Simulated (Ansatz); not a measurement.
A nudged elastic band was laid between two geometries of H5NOSi (8 atoms, charge 0, multiplicity 1).

These are results of Ansatz, RKS PBE/6-31G*, not measurements.

```
movable images  : 5
climbing image  : yes
spring          : 5.0 eV/Å²
optimiser       : quadratic models (default)
start path      : through a guess of the saddle point
force threshold : 0.05 eV/Å
iteration limit : 60
end points      : relaxed
```

Image 0:

```xyz
8
Properties=species:S:1:pos:R:3
Si 0.303 -0.150 0.061
O 0.392 -0.083 1.743
H -0.450 0.153 2.176
H 1.732 -0.334 -0.326
H -0.307 1.112 -0.483
N -0.625 -1.412 -0.686
H -0.377 -2.391 -0.541
H -1.631 -1.306 -0.810
```

Image 6:

```xyz
8
Properties=species:S:1:pos:R:3
Si 0.236 0.131 -0.838
O 0.797 0.068 1.271
H 0.218 -0.753 1.253
H 1.718 -0.272 1.280
H -0.846 1.156 -0.449
N -0.766 -1.305 -0.366
H -1.775 -1.233 -0.216
H -0.544 -2.202 -0.802
```

(1) What changes between the two ends?

(2) What energy profile does the band end with?

(3) What is the geometry of the highest image?

Answers

(1) Bonds broken: Si1–H4. Bonds formed: O2–H4.

(2) The forces met the threshold. The highest image is number 4 of 0 to 6, 2.93 eV above the first end and 0.86 eV above the last; the last end lies 2.06 eV above the first. The profile has 2 maxima (images 1, 4) with wells between them (image 3): this band takes more than one step, which may be the mechanism or a detour left from its start path. Neighbouring images differ by up to 2.9 eV, so the band resolves the path poorly. A vibrational analysis at the climbing image gives one clearly imaginary mode, 1240i cm⁻¹: a first-order saddle point. The orbitals stay closed-shell, which can raise the energy where a bond breaks towards radicals; this wasn't checked here.

```
image  path coordinate (Å)  energy (eV)  Si1–H4 (Å)  O2–H4 (Å)
    0                 0.00         0.00        1.49       2.48
    1                 1.37         0.15        1.50       2.50
    2                 2.74         0.07        1.50       2.56
    3                 4.11         0.00        1.50       2.64
    4                 5.48         2.93        1.64       1.32
    5                 8.17         2.17        2.85       0.98
    6                10.85         2.06        2.62       0.98
```

(3) 
```xyz
8
Properties=species:S:1:pos:R:3
Si 0.180 0.032 -0.353
O 0.702 0.110 1.562
H 0.600 -0.809 1.908
H 1.541 -0.051 0.550
H -0.786 1.193 -0.391
N -0.847 -1.341 -0.611
H -1.866 -1.303 -0.617
H -0.487 -2.243 -0.915
```

Run time: 4 min on 1 thread of Intel(R) Xeon(R) Platinum 8488C (Sapphire Rapids), on a shared host, peak memory 0.12 GiB.
